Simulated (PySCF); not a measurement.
## Exact simulation of a proton spin system

Molecule: `C#CCO`, C₃H₄O.

Molfile (atoms numbered from 1):
```
C3H4O
     RDKit          3D

  8  7  0  0  0  0  0  0  0  0999 V2000
    1.8301   -0.3295    0.7783 C   0  0  0  0  0  0  0  0  0  0  0  0
    0.7789   -0.2024    0.2218 C   0  0  0  0  0  0  0  0  0  0  0  0
   -0.5079   -0.0355   -0.4315 C   0  0  0  0  0  0  0  0  0  0  0  0
   -1.3544    0.7578    0.3798 O   0  0  0  0  0  0  0  0  0  0  0  0
    2.7571   -0.4492    1.2544 H   0  0  0  0  0  0  0  0  0  0  0  0
   -0.3445    0.4429   -1.4113 H   0  0  0  0  0  0  0  0  0  0  0  0
   -0.9474   -1.0329   -0.5975 H   0  0  0  0  0  0  0  0  0  0  0  0
   -2.2029    0.8583   -0.0630 H   0  0  0  0  0  0  0  0  0  0  0  0
  1  2  3  0
  2  3  1  0
  3  4  1  0
  1  5  1  0
  3  6  1  0
  3  7  1  0
  4  8  1  0
M  END
```

How the numbers were obtained: coordinates at the GFN2-xTB level, shieldings: GIAO PBE0/pcSseg-1, spin–spin couplings from B3LYP/pcJ-1, in PySCF 2.14 (no solvent model, equivalent nuclei averaged, relativity neglected, one conformer).

δ = σ(ref) − σ, references computed at the same level: TMS for 1H (31.72 ppm).

Shifts (ppm): H5 1.85, H6/H7 4.79.
Couplings (Hz): H5–H6, H5–H7: -3.6; H6–H7: -13.9.

The 3-spin Hamiltonian (Zeeman plus full scalar coupling among like nuclei) was diagonalised exactly; lines are Lorentzian, 0.4 Hz wide, and the maxima above 3 % are listed with the tallest set to 100.

Task: Give the 1H peak list of this spin system at 100 MHz.

Result: 
δ in ppm (height): 4.808 (98), 4.772 (100), 1.886 (25), 1.850 (49), 1.814 (24)

Task: And at 500 MHz?

Result: 
```json
{"Hz": "2396.8", "ppm": "4.794", "height": "100"}
{"Hz": "2393.2", "ppm": "4.786", "height": "100"}
{"Hz": "928.6", "ppm": "1.857", "height": "25"}
{"Hz": "925.0", "ppm": "1.850", "height": "50"}
{"Hz": "921.4", "ppm": "1.843", "height": "25"}
```

Task: Among coupled protons with different shifts, which pair is furthest from first order, and how does the field change that?

Result: H5 and H6: Δν/J is about 81.7 at 100 MHz (close to first order) and 408.3 at 500 MHz (close to first order). J in Hz doesn't depend on the field, while Δν in Hz grows in proportion to it.

The OH or NH signal is concentration- and solvent-dependent in practice; the value given is the gas-phase one.
